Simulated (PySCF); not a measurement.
**Magnetisability: SMILES c1cc[s+]cc1, [C5H5S]+, charge +1**

Molfile (atoms numbered from 1):
```
C5H5S
     RDKit          3D

 11 11  0  0  0  0  0  0  0  0999 V2000
   -0.0544    1.1637   -0.0936 C   0  0  0  0  0  0  0  0  0  0  0  0
   -1.2545    0.4467   -0.0455 C   0  0  0  0  0  0  0  0  0  0  0  0
   -1.2935   -0.9296    0.0727 C   0  0  0  0  0  0  0  0  0  0  0  0
    0.0751   -1.9076    0.1745 S   0  0  0  0  0  0  0  0  0  0  0  0
    1.3562   -0.8157    0.0957 C   0  0  0  0  0  0  0  0  0  0  0  0
    1.2017    0.5521   -0.0256 C   0  0  0  0  0  0  0  0  0  0  0  0
   -0.1003    2.2520   -0.1884 H   0  0  0  0  0  0  0  0  0  0  0  0
   -2.2051    0.9834   -0.1027 H   0  0  0  0  0  0  0  0  0  0  0  0
   -2.2386   -1.4815    0.1091 H   0  0  0  0  0  0  0  0  0  0  0  0
    2.3443   -1.2849    0.1483 H   0  0  0  0  0  0  0  0  0  0  0  0
    2.1037    1.1681   -0.0685 H   0  0  0  0  0  0  0  0  0  0  0  0
  1  2  2  0
  2  3  1  0
  3  4  2  0
  4  5  1  0
  5  6  2  0
  6  1  1  0
  1  7  1  0
  2  8  1  0
  3  9  1  0
  5 10  1  0
  6 11  1  0
M  CHG  1   4   1
M  END
```

Method: GIAO B3LYP/aug-pcSseg-1 magnetisability, rotational g tensor and spin-rotation constants, non-relativistic, gas phase in PySCF 2.14.0. Geometry: PBE0-D3(BJ)/def2-SVP.

For an ion the centre-of-mass motion in the field is neglected.

Task: How diamagnetic is it, and how anisotropic?

Result: Isotropic -945 × 10⁻³⁰ J/T², or -56.9 × 10⁻⁶ cm³/mol; principal values -1680, -581, -572 × 10⁻³⁰ J/T², anisotropy 1103 × 10⁻³⁰ J/T² (root of half the summed squared differences of the principal values). The susceptibility is in cgs units.

Task: Split it along the inertial axes a, b, c into diamagnetic and paramagnetic parts about the centre of mass, with the quadrupole moment.

Result: 
```tsv
axis	χ (10⁻⁶ cm³/mol)	diamagnetic (10⁻⁶ cm³/mol)	paramagnetic (10⁻⁶ cm³/mol)	summed x² of all electrons (Å²)	quadrupole Θ (D Å)
a	-34.5	-309.8	275.3	82.5	+6.60
b	-35.0	-387.2	352.2	64.2	+9.73
c	-101.2	-622.4	521.2	8.8	-16.33
```
Anisotropies 2χaa − χbb − χcc = +67.2 and 2χbb − χaa − χcc = +65.7 × 10⁻⁶ cm³/mol. Θ is traceless in Buckingham's convention.

Task: And the rotational g tensor?

Result: 
| axis | rotational constant (GHz) | g | nuclear part | electronic part |
| --- | --- | --- | --- | --- |
| a | 5.1334 | -0.0598 | 0.6042 | -0.6640 |
| b | 3.6352 | -0.0446 | 0.5568 | -0.6014 |
| c | 2.1282 | +0.0554 | 0.5765 | -0.5211 |

Asymmetric top; isotopes 12C, 1H, 32S; no vibrational averaging.
